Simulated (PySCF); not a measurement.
Gas-phase reaction: 2 B₂O₃ + 2 BF ⇌ 3 B₂O₂ + 2 F

Computed with PySCF and rigid-rotor harmonic-oscillator thermochemistry at 1 bar. 'Table' is the NASA 1993 thermochemical table (part measured, part estimated). † marks an energy on the PBE0/def2-TZVP geometry and frequencies. MP2 and CCSD(T) freeze the core. Open shells (unrestricted): F (multiplicity 2, electronic degeneracy 6); the rest are closed-shell singlets. Spin-orbit splitting is ignored; it lowers the true energy and changes the entropy of F. MP2 isn't extrapolated to the basis-set limit; its ΔH°(298 K) is 589.7 kJ in def2-SVP and 653.8 kJ in def2-TZVPP. CCSD(T) isn't extrapolated to the basis-set limit; its ΔH°(298 K) is 587.9 kJ in def2-SVP and 648.3 kJ in def2-TZVPP. The harmonic model lacks anharmonicity and excited electronic states, which grow with temperature; levels with a mode under 35 cm⁻¹ are left out. Soft modes under 120 cm⁻¹ make the harmonic entropy rough for B₂O₃. The table's entry may be an old estimate for B₂O₃, BF, B₂O₂ (not checked at source). Warning, large T1 diagnostic: B₂O₂ (CCSD(T)/def2-TZVPP†).

| level | ΔH°(298 K), kJ | minus table | ΔG°(1200 K), kJ |
|---|---|---|---|
| table | 694.4 | - | 586.7 |
| CCSD(T)/def2-TZVPP† | 648.3 | -46.1 | 521.0 |
| HF/def2-TZVP† | 549.0 | -145.4 | 421.8 |
| M06-2X/def2-TZVP† | 731.8 | 37.4 | 604.5 |
| MP2/def2-TZVPP† | 653.8 | -40.6 | 526.5 |
| ωB97X-V/def2-TZVP† | 661.6 | -32.8 | 534.4 |
